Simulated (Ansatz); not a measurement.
Basis-set series for the Al atom. Total charge 0; spin multiplicity 2. A free atom.

```csv
functional,basis,functions,energy (Eh),HOMO (eV),LUMO (eV)
PBE0,def2-TZVPP,42,-242.24899,-3.88,-1.96
PBE0,def2-QZVPP,70,-242.25600,-3.91,-2.00
ωB97M-V,def2-TZVPP,42,-242.34741,-5.14,-0.15
ωB97M-V,def2-QZVPP,70,-242.35551,-5.21,-0.34
```

Problem. Give the rows for def2-SVP. (Estimate.)

Solution. Computed: 
```tsv
functional	basis	functions	energy (Eh)	HOMO (eV)	LUMO (eV)
PBE0	def2-SVP	18	-242.16443	-3.84	-1.93
ωB97M-V	def2-SVP	18	-242.26315	-5.11	-0.02
```

HOMO and LUMO are taken over both spins.
